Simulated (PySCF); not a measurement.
Method: B3LYP-D3(BJ)/def2-TZVP run with PySCF. Gas-phase values, no solvent. One relaxed conformer stands for a flexible species; it need not be the lowest. B3LYP has the VWN-RPA correlation part, as in Gaussian. 

Reference species (SMILES): `C[C]C` (near-degenerate triplet) (neutral, multiplicity 3).

```json
{
 "highest_occupied_spin_orbital": "-5.05 eV"
}
```

Changed species: `N[C]C` (excited triplet) (X = amino, multiplicity 3; the reference has X = methyl, multiplicity 3).

Problem. Give the shifts of the highest occupied spin orbital.

Solution. the highest occupied spin orbital hardly moves.
